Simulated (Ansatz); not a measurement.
## H3Si–BH2, singlet: vertical spin and charge gaps

Geometry (PBE0/def2-TZVP stationary point for this spin, not checked as a minimum):

```yaml
atoms:
  - { symbol: Si, position_ang: [0.0000, 0.0022, 0.5789] }
  - { symbol: B, position_ang: [0.0000, 0.0095, -1.4317] }
  - { symbol: H, position_ang: [0.0000, 1.3466, 1.2152] }
  - { symbol: H, position_ang: [1.2022, -0.7415, 1.0572] }
  - { symbol: H, position_ang: [-1.2022, -0.7415, 1.0572] }
  - { symbol: H, position_ang: [0.0000, 1.0072, -2.0896] }
  - { symbol: H, position_ang: [0.0000, -1.0351, -2.0149] }
```

Basis cc-pVDZ; Ansatz 0.2.0. Correlated methods freeze the noble-gas cores. Prefix R: restricted or restricted open-shell reference; prefix U: unrestricted.

Gaps are energies of the second state less the first, at fixed atoms, for a selection of the levels run; each method lands on the state that its own search finds for that charge and spin.

Removing an electron, to the doublet: 10.790 eV at UCCSDT(Q).

```json
{"level": "RHF", "gap (eV)": "10.194", "error (meV)": "-596"}
{"level": "UHF", "gap (eV)": "10.124", "error (meV)": "-666"}
{"level": "RMP2", "gap (eV)": "10.800", "error (meV)": "10"}
{"level": "UMP2", "gap (eV)": "10.796", "error (meV)": "6"}
{"level": "CISD", "gap (eV)": "10.711", "error (meV)": "-79"}
{"level": "RCCSD", "gap (eV)": "10.790", "error (meV)": "0"}
{"level": "UCCSD", "gap (eV)": "10.789", "error (meV)": "-1"}
{"level": "RCCSD(T)", "gap (eV)": "10.796", "error (meV)": "6"}
{"level": "UCCSD(T)", "gap (eV)": "10.797", "error (meV)": "7"}
{"level": "BCCD(T)", "gap (eV)": "10.796", "error (meV)": "6"}
{"level": "RCCSDT", "gap (eV)": "10.789", "error (meV)": "-1"}
{"level": "UCCSDT", "gap (eV)": "10.789", "error (meV)": "-1"}
{"level": "RCCSDT(Q)", "gap (eV)": "10.791", "error (meV)": "1"}
{"level": "PBE", "gap (eV)": "10.607", "error (meV)": "-183"}
{"level": "r2SCAN", "gap (eV)": "10.712", "error (meV)": "-78"}
{"level": "PBE0", "gap (eV)": "10.775", "error (meV)": "-15"}
{"level": "B3LYP", "gap (eV)": "10.804", "error (meV)": "14"}
{"level": "wB97M-V", "gap (eV)": "10.906", "error (meV)": "116"}
{"level": "B2PLYP", "gap (eV)": "10.787", "error (meV)": "-3"}
{"level": "RPA-PBE", "gap (eV)": "10.828", "error (meV)": "38"}
```

Question: PBE gives 3.258 eV for triplet less singlet. Estimate what UCCSDT(Q) gives in cc-pVDZ.

Answer: UCCSDT(Q) in cc-pVDZ gives 3.602 eV, so against it PBE is off by -0.344 eV, of which a good part can be the reference's own basis and frozen-core error.

```csv
level,gap (eV),error (meV)
RHF,3.457,-145
UHF,3.366,-236
RMP2,3.631,29
UMP2,3.625,23
CISD,3.591,-11
RCCSD,3.615,13
UCCSD,3.613,11
RCCSD(T),3.609,7
UCCSD(T),3.609,7
BCCD(T),3.609,7
RCCSDT,3.602,0
UCCSDT,3.601,-1
RCCSDT(Q),3.603,1
r2SCAN,3.219,-383
PBE0,3.379,-223
B3LYP,3.529,-73
wB97X-V,3.705,103
wB97M-V,3.695,93
B2PLYP,3.621,19
RPA-PBE,3.551,-51
```

In so small a basis the reference is far from its limit while semilocal and hybrid functionals are nearer theirs (RPA and double hybrids share part of the reference's basis error), so the functionals' errors here hold much of the reference's basis and frozen-core error, which can add to them or hide them.

Full CI isn't at hand for all of this; UCCSDT(Q) serves as the reference, and is uncertain by the last step of the cluster series or more. The frozen core follows each run's orbitals, which can shift R against U totals by a few meV.
